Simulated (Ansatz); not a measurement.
# AlH3S: the cost of one run

Program: Ansatz 0.2.0. Level of theory: RKS PBE0-D4/def2-SVPD. These are calculated values, not measurements.

1 further run of the same task is left out (it didn't finish).

**1. The starting structure**

Bond lengths: Al1–S2 2.223 Å, Al1–H3 1.617 Å, Al1–H4 1.639 Å, S2–H5 1.422 Å. Angles: Al1–S2–H5 90.6°, S2–Al1–H3 123.2°, S2–Al1–H4 117.8°, H3–Al1–H4 118.9°.

Coordinates:

```xyz
5

Al   -0.5802    0.0681   -0.1841
S     1.1915    0.3773    1.1232
H    -1.7529   -0.9939    0.1516
H    -0.7444    1.0400   -1.4938
H     1.9360   -0.5651    0.3616
```

**2. End point A**

input.yaml reads:

```yaml
crystal:
  periodic: [false, false, false]
  atoms:
    - { symbol: Al, position_ang: [-0.5802, 0.0681, -0.1841] }
    - { symbol: S, position_ang: [1.1915, 0.3773, 1.1232] }
    - { symbol: H, position_ang: [-1.7529, -0.9939, 0.1516] }
    - { symbol: H, position_ang: [-0.7444, 1.04, -1.4938] }
    - { symbol: H, position_ang: [1.936, -0.5651, 0.3616] }
basis:
  gaussian: { orbitals: def2-SVPD }
hamiltonian:
  xc: pbe0
  dispersion: d4
relax:
  f_tol: 0.02
  max_steps: 50
```

Command:

```
> ansatz run input.yaml --threads 1 --pin off --max-ram 2048MiB --backend cpu --events-out ev --progress --plain --runs-dir out
```

Q: Estimate wall time and peak memory on 1 thread of Arm Neoverse V1, shared host.

About 20 s, with a peak of 0.13 GiB.
